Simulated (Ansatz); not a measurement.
# CH5SSi, SMILES CS[SiH2]: a single point in a Gaussian basis

With Ansatz 0.2.0 through its Python package.

Notebook, run cell by cell (the value of a cell's last expression is shown):

In [1]:
```python
from pathlib import Path

import ansatz as az
import numpy as np
```

In [2]:
```python
geometry = (
    az.Crystal.molecule()
    .atom("C", (-0.8527, 0.9344, -0.2519))
    .atom("S", (0.6316, 0.7553, 0.657))
    .atom("Si", (1.3148, -1.1557, -0.0213))
    .atom("H", (-1.5422, 0.199, -0.0244))
    .atom("H", (-0.7089, 0.9708, -1.3584))
    .atom("H", (-1.3469, 1.9567, 0.0048))
    .atom("H", (2.3692, -1.6507, 0.9787))
    .atom("H", (0.2273, -2.0669, -0.0403))
)

base = (
    geometry.calculation()
    .basis(gaussian="def2-TZVP")  # the orbital basis, by name
    .functional("pbe0")
    .spin("collinear", total=1)  # spin-polarised run
    .forces()  # eV per angstrom
    .orbitals()
)
outcome = base.run(runs_dir="ch5ssi_runs")
r = outcome.report

r["reference_energy_ev"]
```
Out [2]:
```text
-19823.025978489273
```

In [3]:
```python
r["positions_ang"]
```
Out [3]:
```text
[[-0.8527, 0.9344, -0.2519], [0.6316, 0.7553, 0.657], [1.3148, -1.1557, -0.0213],
 [-1.5422, 0.199, -0.0244], [-0.7089, 0.9708, -1.3584], [-1.3469, 1.9567, 0.0048],
 [2.3692, -1.6507, 0.9787], [0.2273, -2.0669, -0.0403]]
```

In [4]:
```python
print(f"E = {r['free_energy_ev']:.6f} eV = {r['free_energy_ev'] / 27.211386246:.7f} Ha")
print("converged:", r["converged"], " doubts:", r["published_state_doubts"] or "none")
```
```text
E = -19823.025978 eV = -728.4827682 Ha
converged: True  doubts: none
```

In [5]:
```python
symbols = [site.symbol for site in geometry.cartesian_sites]
print("forces (eV/A)")
for symbol, f in zip(symbols, r["forces_ev_ang"]):
    print(f"  {symbol:2s} {f[0]:9.4f} {f[1]:9.4f} {f[2]:9.4f}")
```
```text
forces (eV/A)
  C    -0.5934    3.4172   -1.6576
  S     1.1823   -0.2130    0.6098
  Si    1.5132    0.8564    0.5500
  H    -1.4869   -1.6217    0.4925
  H     0.0718   -0.1227    0.7542
  H     0.9674   -1.6784   -0.2295
  H    -0.4649    0.3275   -0.4614
  H    -1.1896   -0.9653   -0.0580
```

In [6]:
```python
charges = r["charge_distribution"]
print("dipole moment", round(4.803205 * float(np.linalg.norm(charges["dipole_moment_e_ang"])), 3), "D")
print("Mulliken:", [(s, round(q, 3)) for s, q in zip(symbols, charges["mulliken_charges_e"])])

lines = Path(r["orbitals_path"]).read_text().splitlines()
field_of = lambda key: [line.split("=")[1].strip() for line in lines if line.startswith(key)]
orbitals = [(27.211386 * float(e), s, float(n)) for e, s, n in zip(field_of("Ene="), field_of("Spin="), field_of("Occup="))]
homo = max(e for e, _, n in orbitals if n > 0.5)
lumo = min(e for e, _, n in orbitals if n < 0.5)
print(f"HOMO {homo:.3f} eV, LUMO {lumo:.3f} eV, gap {lumo - homo:.3f} eV")
```
```text
dipole moment 1.563 D
Mulliken: [('C', -0.366), ('S', -0.149), ('Si', 0.058), ('H', 0.156), ('H', 0.15), ('H', 0.15), ('H', 0.004), ('H', -0.002)]
HOMO -5.793 eV, LUMO -2.448 eV, gap 3.344 eV
```

Total energies depend on the basis set; only differences at equal settings carry meaning. The geometry is a force-field or estimated start, not a minimum of this method, and the basis set is short of its limit. The run takes the species as open-shell (spin multiplicity 2), which needn't be its ground state. Levels such as HOMO and LUMO are orbital energies: with these approximate functionals they aren't the ionisation energy and electron affinity, and their gap isn't the fundamental gap. It ran for 6.1 s on 1 thread of AMD EPYC 7B13 (Zen 3), on a shared host, peak memory 0.38 GiB.
